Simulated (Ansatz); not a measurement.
# BSiF (triplet): the correlation ladder at a displaced geometry (v2), cc-pVDZ

Aim: climb from Hartree-Fock through coupled cluster for BSiF (triplet) at one geometry and basis, and see what each rung misses.

Program: Ansatz 0.2.0, Gaussian basis. Level of theory: cc-pVDZ, core rule «outside noble gas», up to 7 orbitals frozen. These are calculated values, not measurements.

Plan: UHF; CCSD(T) on ROHF; CCSD(T) on UHF; BCCD(T) on ROHF; CISD as a restricted active space (open shells left free, so some higher excitations enter); CCSDT(Q) on ROHF; CCSDT(Q) on UHF.

32 further runs of the same task are left out: 2 for a known fault of the program, 12 that didn't finish, 18 set aside as unsound or not needed. Runs told in other sessions of the task aren't counted.

**1. The geometry**

The geometry is a PBE0/def2-TZVP stationary point (not a proven minimum) with its atoms shifted at random (size 0.100 Å).

3 atoms, charge 0, spin multiplicity 3.

Atoms are counted from 1 here; the program's logs count them from 0.

Bond lengths: F1–B2 1.279 Å, B2–Si3 1.906 Å. Angles: F1–B2–Si3 170.2°.

**2. UHF**

in.yaml

```yaml
crystal:
  periodic: [false, false, false]
  atoms:
    - {symbol: F, position_ang: [0.084376, 0.005225, 1.480421]}
    - {symbol: B, position_ang: [-0.080498, 0.013599, 0.211694]}
    - {symbol: Si, position_ang: [-0.003878, -0.018825, -1.692115]}
basis:
  gaussian: {orbitals: cc-pVDZ}
magnetization: {spin_polarized: true, initial_magnetization: 2}
hamiltonian: {xc: hf}
output: {orbitals: {seedname: orbitals}}
```

On the command line:

```sh
$ ansatz run in.yaml --threads 1 --pin off --events-out ev --progress --plain --max-ram 2393MiB
```

The runs that follow: CCSD(T) on ROHF; CCSD(T) on UHF; BCCD(T) on ROHF; CISD as a restricted active space (open shells left free, so some higher excitations enter); CCSDT(Q) on ROHF; CCSDT(Q) on UHF.

Q: Predict the results of all the runs planned. Wanted: UCCSDT(Q) from the RHF energy; RMP2 from UCCSDT(Q); UMP2 from UCCSDT(Q); RCCSD from UCCSDT(Q); RCCSD(T) from UCCSDT(Q); UCCSD(T) from UCCSDT(Q); RCCSDT(Q) from UCCSDT(Q); T1 diagnostic.

**Answer**, as computed:

| quantity | value |
| --- | --- |
| UCCSDT(Q) from the ROHF energy | -9.6334 eV |
| RMP2 from UCCSDT(Q) | +990.7 meV |
| UMP2 from UCCSDT(Q) | +1019.3 meV |
| RCCSD from UCCSDT(Q) | +336.3 meV |
| RCCSD(T) from UCCSDT(Q) | +61.2 meV |
| UCCSD(T) from UCCSDT(Q) | +61.7 meV |
| RCCSDT(Q) from UCCSDT(Q) | +3.6 meV |
| levels within 1 kcal/mol (43 meV) | RCCSDT, UCCSDT, RCCSDT(Q) |
| T1 diagnostic | 0.021 |

RCCSD(T) misses by +61.2 meV, 0.6 % of the correlation energy. These misses are within one basis, not against nature; the frozen cores of restricted and unrestricted runs differ, which can shift their rows.

With open shells the CI space here admits some higher excitations, so it is larger than plain CISD.
